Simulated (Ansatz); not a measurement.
Fluorite SrCl₂, treated with r²SCANh (PAW; Ansatz, a quantum-chemistry and plane-wave program).

Run with plane-wave cutoff 600 eV, 6×6×6 k mesh, scalar-relativistic PAW data made under PBE.

Computed at the level's own relaxed cell.

Task: Predict the elastic constant C12, elastic constant C11, Poisson ratio, Voigt–Reuss–Hill shear modulus (Hill average), Young modulus and elastic constant C44.

Result: 
- elastic constant C12: 19.6 GPa
- elastic constant C11: 74.4 GPa
- Poisson ratio: 0.322
- Voigt–Reuss–Hill shear modulus (Hill average): 15.2 GPa
- Young modulus: 40.3 GPa
- elastic constant C44: 10.1 GPa

Elastic constants are with the ions relaxed.

Computed values are for the static lattice.

The result took very roughly 70 core-minutes.
